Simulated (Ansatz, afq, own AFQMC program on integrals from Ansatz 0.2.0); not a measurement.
# CH6Ge, triplet: AFQMC among the cluster methods

```json
{"atom": "Ge", "x (Å)": "-0.4780", "y (Å)": "0.0000", "z (Å)": "0.0000"}
{"atom": "H", "x (Å)": "-0.9894", "y (Å)": "1.4466", "z (Å)": "0.0000"}
{"atom": "H", "x (Å)": "-0.9894", "y (Å)": "-0.7233", "z (Å)": "1.2528"}
{"atom": "H", "x (Å)": "-0.9894", "y (Å)": "-0.7233", "z (Å)": "-1.2528"}
{"atom": "H", "x (Å)": "1.0564", "y (Å)": "0.0000", "z (Å)": "0.0000"}
{"atom": "C", "x (Å)": "2.5530", "y (Å)": "0.0000", "z (Å)": "0.0000"}
{"atom": "H", "x (Å)": "2.9675", "y (Å)": "0.0000", "z (Å)": "0.9962"}
{"atom": "H", "x (Å)": "2.9675", "y (Å)": "0.0000", "z (Å)": "-0.9962"}
```

Basis cc-pVDZ. Noble-gas cores (and the filled d shells of Ga–Kr and In–Xe) are frozen. Ansatz 0.2.0 and our own AFQMC program on the same integrals; the CISD trial comes from CCSD amplitudes, and released means the phaseless constraint is let go. Error bars are statistical, one sigma. No spin–orbit coupling.

Determinant: UHF, the one that the program's search chose, which needn't be the lowest solution. The geometry is a point of a scan.

No full CI on the walks' own integrals is used here; CCSDT(Q) serves as the reference and is uncertain by about the last step of the cluster series.

Cautions: no relativity below Rb; no spin-orbit coupling; inner d shell frozen; lower spins were not checked.

```
T1 diagnostic                               : 0.0144
weight of the determinant in the CISD state : 0.872
⟨S²⟩ of the determinant                     : 2.034
size of the correlated space                : 14 electrons in 56 orbitals
```

| level | correlation energy (eV) |
| --- | --- |
| MP2 | -5.9959 |
| CCSD | -7.3491 |
| CCSD(T) | -7.5012 |

Problem. Estimate where phaseless AFQMC with a CISD trial lies against CCSD(T) on the same integrals.

Solution. 3.4 ± 0.3 kJ/mol below CCSD(T).

Reference: CCSDT(Q), correlation energy -7.538 eV. The released energy is read at 2.40 1/Eh (meV from the phaseless value at times in 1/Eh: 0.1 ± 2.5 at 0.24, -4.3 ± 2.4 at 0.51, -5.5 ± 2.1 at 0.99, -5 ± 3 at 1.62, -7 ± 3 at 2.40).

| level | E − E(reference) (kJ/mol) | share of correlation (%) |
| --- | --- | --- |
| CCSD(T) | 3.6 | 99.51 |
| CCSDT | 0.6 | 99.92 |
| ph-AFQMC/CISD | 0.1 ± 0.3 | 99.98 |
| released AFQMC | -0.5 ± 0.3 | 100.07 |

A walk keeps the symmetry of its determinant, which the program's search chose and which needn't be the lowest solution, so a lower state of the same spin and another symmetry isn't excluded. Released energies are given only where the last usable release times agree within the noise; a slower fall can still hide under it.
